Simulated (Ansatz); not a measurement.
# BH− (quartet): from Hartree-Fock to the top rungs, aug-cc-pVTZ

An exercise on one series of results from a longer session: the logs are not shown, and one member is left open.

Program: Ansatz 0.2.0, Gaussian basis. Level of theory: aug-cc-pVTZ, core rule «outside noble gas», up to 1 orbitals frozen. These are calculated values, not measurements.

To be run: UHF; CCSD(T) on ROHF; CCSD(T) on UHF; BCCD(T) on ROHF; CCSDT(Q) on ROHF; CCSDT(Q) on UHF; CASSCF and MRCISD+Q, 5 electrons in 5 orbitals; CASSCF and NEVPT4(SD), 5 electrons in 5 orbitals; CASSCF and NEVPT2, 5 electrons in 5 orbitals.

10 further runs of the same task are left out: 2 for a known fault of the program, 3 that didn't finish, 5 set aside as unsound or not needed.

### What is computed

The geometry is a PBE0/def2-TZVPD stationary point (not a proven minimum).

2 atoms, charge -1, spin multiplicity 4.

Atoms are counted from 1 here; the program's logs count them from 0.

Bond lengths: B1–H2 1.206 Å.

Set-up of the first run:

The input, in.yaml:

```yaml
crystal:
  periodic: [false, false, false]
  atoms:
    - {symbol: B, position_ang: [0.000000, 0.000000, 0.000000]}
    - {symbol: H, position_ang: [0.000000, 0.000000, 1.205800]}
basis:
  gaussian: {orbitals: aug-cc-pVTZ}
total_charge: -1
magnetization: {spin_polarized: true, initial_magnetization: 3}
hamiltonian: {xc: hf}
output: {orbitals: {seedname: orbitals}}
```

Launch:

```console
ansatz run in.yaml --threads 1 --pin off --events-out ev --progress --plain --max-ram 2560MiB --backend cpu
```

Steps of the session up to this table: UHF; CCSD(T) on ROHF; CCSD(T) on UHF; BCCD(T) on ROHF; CCSDT(Q) on ROHF; CCSDT(Q) on UHF; CASSCF and MRCISD+Q, 5 electrons in 5 orbitals; CASSCF and NEVPT4(SD), 5 electrons in 5 orbitals; CASSCF and NEVPT2, 5 electrons in 5 orbitals.

One table of the session follows, with a row left open; its other results are not shown here.

It belongs to the step «Misses and costs». 

```
            method  from UCCSDT(Q) (kJ/mol)
              ROHF                   +236.3
               UHF                        ?
              RMP2                    +49.9
              UMP2                    +50.2
             RCCSD                    +10.3
             UCCSD                    +10.3
          RCCSD(T)                     +2.2
          UCCSD(T)                     +2.2
           BCCD(T)                     +2.2
            RCCSDT                     +0.3
            UCCSDT                     +0.3
         RCCSDT(Q)                     +0.1
         UCCSDT(Q)                        0
    CASSCF valence                   +197.3
    NEVPT2 valence                    +60.6
NEVPT4(SD) valence                    +14.0
    MRCISD valence                    +13.1
  MRCISD+Q valence                     +3.7
```

**Question.** Estimate the row for UHF.

**Answer.** from UCCSDT(Q) (kJ/mol): +234.1. In the column «from UCCSDT(Q) (kJ/mol)» it lies between CASSCF valence (+197.3) and ROHF (+236.3).

To keep in mind: Restricted and unrestricted rows rest on different reference determinants; where their highest levels disagree by more than a few hundredths of an eV, they describe different states and don't form one ladder.
